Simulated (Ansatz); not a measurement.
Relaxed structures of BSiNH6, singlet (PBE0-D4/def2-TZVP; forces vanish, vibrations not checked; lower isomers may exist, and structures with a doubtful reference or unclear bonds are left out; Å). Computed with Ansatz 0.2.0 (basis: def2-TZVPP); correlated methods freeze the cores.

**Question.** Rank them by CCSD(T) energy, lowest first, and give each one's height above the lowest. Links in brackets join atoms within 1.22 times the sum of their covalent radii (1.1 for two metals). (To be estimated.)
A.
BSiNH₆ ([BH2]1[NH2][SiH2]1)
```
9
angstrom
B -0.7591 0.2500 -0.7790
Si -0.1740 -1.1444 0.4851
N 0.4569 0.5977 0.2087
H -1.7656 0.8356 -0.5030
H -0.4128 0.1213 -1.9173
H 0.2926 1.2917 0.9233
H 1.3702 0.7226 -0.2032
H 1.0103 -2.0229 0.2860
H -0.5554 -1.1962 1.9224
```
B.
BSiNH₆ ([BH2][SiH][NH3])
```
9
angstrom
B -0.9737 0.6432 -0.9758
Si 0.7336 0.3472 -0.1504
N 0.2857 -1.2352 0.9705
H -1.7153 -0.2895 -1.1809
H -1.2150 1.6542 -1.5742
H 1.0133 1.2497 1.0166
H -0.3501 -1.8035 0.4170
H 1.0926 -1.8001 1.2119
H -0.1943 -0.9745 1.8256
```
C.
BSiNH₆ ([BH2][SiH2][NH2])
```
9
angstrom
B -1.0446 0.7667 -1.0051
Si 0.5901 0.2022 0.0032
N 0.3226 -1.2486 0.8963
H -2.1422 0.3676 -0.7397
H -0.9597 1.5810 -1.8779
H 0.9504 1.4113 0.8254
H 1.7620 -0.0283 -0.8881
H 1.0755 -1.6776 1.4101
H -0.5542 -1.3742 1.3758
```

**Answer.** Computed: A (0.00 kcal/mol), C (8.04 kcal/mol), B (34.52 kcal/mol). Heights count from the lowest.

No T1 diagnostic of these runs exceeds 0.022. The restricted Hartree–Fock reference is unstable towards an unrestricted one at one or more of these structures.

For scale, one of the runs: CCSD(T)/def2-TZVPP, 188 basis functions, launched by `ansatz run in.yaml --threads 2 --pin off --events-out ev --progress --plain --max-ram 4352MiB`. The run took 38 s on 2 CPU threads of an Arm Neoverse V2 (shared host), with 1.9 GiB of host memory at its peak.
